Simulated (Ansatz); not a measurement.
**Smallest direct gap on the k points sampled of cubic perovskite SrTiO₃ (cubic form, which distorts at low temperature) at several levels of theory**

No measured value is used here.

| level (code) | value (eV) | cell (Å³/atom) |
|---|---|---|
| LDA (Ansatz) | 2.13 | 11.91 |
| LDA+SOC (Ansatz) | ? | 11.91 |
| PBE (Ansatz) | 2.23 | 11.91 |
| PBEsol (Ansatz) | 2.18 | 11.91 |
| revPBE (Ansatz) | ? | 12.44 |
| rVV10 (Ansatz) | 2.18 | 12.28 |
| r²SCAN+SOC (Ansatz) | ? | 11.91 |
| r²SCAN+rVV10 (Ansatz) | 2.64 | 11.84 |
| HSE06 (Ansatz) | 3.71 | 11.91 |
| HSE06+SOC (Ansatz) | 3.68 | 11.91 |
| r²SCAN0 (Ansatz) | 4.76 | 11.91 |
| Hartree–Fock (Ansatz) | ? | 11.91 |

Task: What belongs in the gaps?

Result: 
- LDA+SOC (Ansatz, a quantum-chemistry and plane-wave program), value (eV): 2.10
- revPBE (Ansatz), value (eV): 2.20
- r²SCAN+SOC (Ansatz), value (eV): 2.60
- Hartree–Fock (Ansatz), value (eV): 12.66

At these levels the smallest gap is indirect and lower: LDA 1.78, LDA+SOC 1.77, PBE 1.89, PBEsol 1.83, revPBE 1.83, rVV10 1.82, r²SCAN+SOC 2.25, r²SCAN+rVV10 2.27, HSE06 3.34, HSE06+SOC 3.32, r²SCAN0 4.40, Hartree–Fock 12.25 eV. Computed values are for a static lattice. Levels without +SOC have no spin–orbit coupling; where heavier elements are present it shifts gaps, mostly down, and can invert bands.  revPBE, rVV10, r²SCAN+rVV10: the relaxation could not lower the start's symmetry, so the cell can be a saddle point above a distorted one. Values are at the measured cell; revPBE at the level's own relaxed cell; rVV10 at the level's own equilibrium cell; r²SCAN+rVV10 at the level's own relaxed cell. Cutoffs and k meshes differ between the levels. Ansatz's density-functional and Hartree–Fock values are scalar-relativistic unless marked +SOC, with PAW data made under PBE.
